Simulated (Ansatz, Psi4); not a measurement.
## Heat of formation of N2H3 (hydrazinyl radical) from total energies

N2H3: 5 atoms, total charge 0, spin state doublet. SMILES: `[NH]N`. The coordinates come from a PBE0-D4/def2-TZVP relaxation. This is one conformer, not always the lowest.

Total energies at UM06-L/def2-TZVP (Psi4 1.11); the atoms run unrestricted:

| species | state | energy (Eh) |
| --- | --- | --- |
| N2H3 | doublet | -111.255112 |
| N | quartet | -54.600799 |
| H | doublet | -0.503416 |

Harmonic wavenumbers at UPBE0-D4/def2-TZVP, in cm⁻¹: 558, 706, 1145, 1284, 1486, 1668, 3451, 3514, 3657.

Measured heats of formation of the gaseous atoms at 298.15 K, in kJ/mol: N 472.4, H 218.0. Take 1 Eh = 2625.50 kJ/mol, 1 cm⁻¹ = 0.0119627 kJ/mol, RT = 2.479 kJ/mol.

Problem. Work out the heat of formation of the gas at 298 K.

Solution. 
1. Electronic atomisation energy: 2 × (-54.600799) + 3 × (-0.503416) − (-111.255112) = 0.543266 Eh = 1426.3 kJ/mol.
2. Zero-point energy: half the sum of the wavenumbers, 8734.5 cm⁻¹ = 104.5 kJ/mol.
3. Thermal vibrational enthalpy, Σ hcν̃/(exp(hcν̃/kT) − 1): 0.9 kJ/mol. Translation, rotation and pV of a non-linear molecule: 4 RT = 9.9 kJ/mol.
4. The 5 free atoms carry 5/2 RT each: 31.0 kJ/mol.
5. Atomisation enthalpy at 298 K: 1426.3 − 104.5 − 0.9 − 9.9 + 31.0 = 1342.0 kJ/mol.
6. Sum of the atoms' heats of formation: 1598.8 kJ/mol. Heat of formation: 1598.8 − 1342.0 = +256.8 kJ/mol.

The tabulated value is +224.9 kJ/mol (Active Thermochemical Tables), so this level is off by +31.9 kJ/mol, or 2.3 % of the atomisation enthalpy. Anharmonicity and any spin-orbit splitting of the molecule are left out.
